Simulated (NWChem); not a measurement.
**MP2/LANL2DZ run of N2O (nitrous oxide)**

What is the vertical ionisation energy of N2O (nitrous oxide) at MP2/LANL2DZ? 

The results are computed with NWChem 7.3.0.

3 further runs of the same task are left out: 3 set aside as unsound or not needed.

## Step 1: Starting point

N2O has 3 atoms, charge 0, and is taken as a singlet. As SMILES, `N#[N+][O-]`. Geometry: relaxed at PBE0-D4/def2-TZVP.

Bond lengths: N1–N2 1.118 Å, N2–O3 1.174 Å. Angles: N1–N2–O3 180.0°.

## Step 2: A single-point energy at MP2/LANL2DZ

sp.xyz

```xyz
3
N2O
N     -0.511700     1.001300    -0.167900
N     -0.008400     0.016500    -0.002800
O      0.520100    -1.017800     0.170700
```

sp.nw

```
start sp
title "N2O"
memory total 2200 mb
charge 0

geometry units angstrom noautosym nocenter noautoz
load sp.xyz
end

basis spherical bse
* library LANL2DZ
end

scf
thresh 1e-08
maxiter 80
print low
end

mp2
freeze core 3
tight
end

task mp2 energy
```

Started as:

```
nwchem sp.nw > sp.out
```

The program printed:

```text
Northwest Computational Chemistry Package (NWChem) 7.3.0
             --------------------------------------------------------

           Job information
           ---------------

    nwchem branch   = 7.3.0
    use scalapack   = T
    input           = sp.nw
    prefix          = sp.
    data base       = ./sp.db
    status          = startup
    nproc           =        1

           Memory information
           ------------------

    heap     =     72089598 doubles =      550.0 Mbytes
    stack    =     72089595 doubles =      550.0 Mbytes
    global   =    144179200 doubles =     1100.0 Mbytes (distinct from heap & stack)
    total    =    288358393 doubles =     2200.0 Mbytes
    verify   = yes
    hardfail = no

           Directory information
           ---------------------

  0 permanent = .
  0 scratch   = .

                                NWChem Input Module
                                -------------------

                                        N2O
                                        ---

 Scaling coordinates for geometry "geometry" by  1.889725989
 (inverse scale =  0.529177249)

                             Geometry "geometry" -> ""
                             -------------------------

 Output coordinates in angstroms (scale by  1.889725989 to convert to a.u.)

  No.       Tag          Charge          X              Y              Z
 ---- ---------------- ---------- -------------- -------------- --------------
    1 N                    7.0000    -0.51170000     1.00130000    -0.16790000
    2 N                    7.0000    -0.00840000     0.01650000    -0.00280000
    3 O                    8.0000     0.52010000    -1.01780000     0.17070000

      Atomic Mass
      -----------

      N                 14.003070
      O                 15.994910

 Effective nuclear repulsion energy (a.u.)      61.3478661736

            Nuclear Dipole moment (a.u.)
            ----------------------------
        X                 Y               Z
 ---------------- ---------------- ----------------
     0.9828464867    -1.9233631112     0.3225762263

            XYZ format geometry
            -------------------
     3
 geometry
 N                    -0.51170000     1.00130000    -0.16790000
 N                    -0.00840000     0.01650000    -0.00280000
 O                     0.52010000    -1.01780000     0.17070000

 ==============================================================================
                                internuclear distances
 ------------------------------------------------------------------------------
       center one      |      center two      | atomic units |  angstroms
 ------------------------------------------------------------------------------
    2 N                |   1 N                |     2.11312  |     1.11821
    3 O                |   2 N                |     2.21927  |     1.17439
 ------------------------------------------------------------------------------
                         number of included internuclear distances:          2
 ==============================================================================

 ==============================================================================
                                 internuclear angles
 ------------------------------------------------------------------------------
        center 1       |       center 2       |       center 3       |  degrees
 ------------------------------------------------------------------------------
    1 N                |   2 N                |   3 O                |   179.99
 ------------------------------------------------------------------------------
                            number of included internuclear angles:          1
 ==============================================================================

 Summary of "ao basis" -> "" (spherical)
 ------------------------------------------------------------------------------
       Tag                 Description            Shells   Functions and Types
 ---------------- ------------------------------  ------  ---------------------
 *                          LANL2DZ                   on all atoms

                      Basis "ao basis" -> "ao basis" (spherical)
                      -----
  [basis functions not shown]

 Summary of "ao basis" -> "ao basis" (spherical)
 ------------------------------------------------------------------------------
       Tag                 Description            Shells   Functions and Types
 ---------------- ------------------------------  ------  ---------------------
 N                          LANL2DZ                  5        9   3s2p
 O                          LANL2DZ                  5        9   3s2p

                                 NWChem SCF Module
                                 -----------------

                                        N2O

  ao basis        = "ao basis"
  functions       =    27
  atoms           =     3
  closed shells   =    11
  open shells     =     0
  charge          =   0.00
  wavefunction    = RHF
  input vectors   = atomic
  output vectors  = ./sp.movecs
  use symmetry    = F
  symmetry adapt  = F

 Forming initial guess at       0.0s

 Starting SCF solution at       0.1s

       Final RHF  results
       ------------------

         Total SCF energy =   -183.589363670063
      One-electron energy =   -370.934137911515
      Two-electron energy =    125.996908067899
 Nuclear repulsion energy =     61.347866173554

        Time for solution =      0.8s

                   NWChem MP2 Semi-direct Energy/Gradient Module
                   ---------------------------------------------

                                        N2O

  Basis functions       =     27
  Molecular orbitals    =     27
  Frozen core           =      3
  Frozen virtuals       =      0
  Active alpha occupied =      8
  Active beta occupied  =      8
  Active alpha virtual  =     16
  Active beta virtual   =     16
  Use MO symmetry       = F
  Use skeleton AO sym   = F

  AO/Fock/Back tols     =   1.0D-11  1.0D-11  1.0D-11

 GA uses MA = F    GA memory limited = T

 Available:
  local mem=  1.26D+08
 global mem=  1.44D+08
 local disk=  0.00D+00
   1 passes of   8:        2097152                       2662                    165362.
   1 passes of   8: M    126155172           G      144177742           F     124058020.

 Semi-direct pass number   1 of   1  for RHF alpha+beta  at        0.9s
 Done moints_semi at        0.9s
 Done maket at        0.9s
 Done multipass loop at        0.9s

          -------------------------------------------
          SCF energy                -183.589363670063
          Correlation energy          -0.375736611805
          Singlet pairs               -0.216364054641
          Triplet pairs               -0.159372557164
          Total MP2 energy          -183.965100281868
          -------------------------------------------

          ---------------------------------------------------
                    Spin Component Scaled (SCS) MP2
          Same spin pairs                     -0.106248371443
          Same spin scaling factor             0.333333333333
          Opposite spin pairs                 -0.269488240363
          Opposite spin scaling fact.          1.200000000000
          SCS-MP2 correlation energy          -0.358802012249
          Total SCS-MP2 energy              -183.948165682312
          ---------------------------------------------------

 -----------------------
 Task  times  cpu:        0.9s     wall:        0.9s
 Total times  cpu:        0.9s     wall:        0.9s
```

Wall time 1.5 s (1 thread of Intel Xeon Platinum 8488C (Sapphire Rapids), shared host); peak memory 0.1 GiB.

## Step 3: The doublet cation at the same level

nw.nw

```
start nw
title "N2O energy"
memory 2200 mb
charge 1

geometry units angstrom noautosym nocenter noautoz
  N     -0.511700     1.001300    -0.167900
  N     -0.008400     0.016500    -0.002800
  O      0.520100    -1.017800     0.170700
end

basis spherical bse
  * library LANL2DZ
end

scf
  doublet
  uhf
  thresh 1e-08
  maxiter 80
  print low
end

mp2
  freeze core 3
  tight
end

task mp2 energy
```

Started as:

```
nwchem nw.nw > nw.out
```

The program printed:

```text
[...]
  functions       =    27
[...]
  wavefunction    = UHF
[...]
         Total SCF energy =   -183.187646039253
      One electron energy =   -362.792094490134
      Two electron energy =    118.256582277328
 Nuclear repulsion energy =     61.347866173554
                       Sz =      0.5000
                 Sz(Sz+1) =      0.7500
                      S^2 =      1.0424
[...]
          Total MP2 energy          -183.459635783023
[...]
```

It took 3.3 s on 1 thread of Intel Xeon Platinum 8488C (Sapphire Rapids), shared host; peak memory 0.099 GiB.

## Step 4: Summary of results

At MP2/LANL2DZ, 3 core orbitals frozen:

| quantity | value |
| --- | --- |
| singlet N2O: total energy | -183.96510 Eh |
| singlet N2O: correlation energy (3 core orbitals frozen) | -375.7 mEh |
| doublet cation: total energy | -183.45964 Eh |
| doublet cation: correlation energy (3 core orbitals frozen) | -272.0 mEh |
| doublet cation: ⟨S²⟩ of the reference determinant | 1.042 |
| vertical ionisation energy (to the doublet cation) | 13.754 eV |

**Reading.** Removing an electron at fixed nuclei costs 13.75 eV (317 kcal/mol). ⟨S²⟩ (doublet cation) is 1.04 where a pure doublet has 0.75: the reference is spin-contaminated.
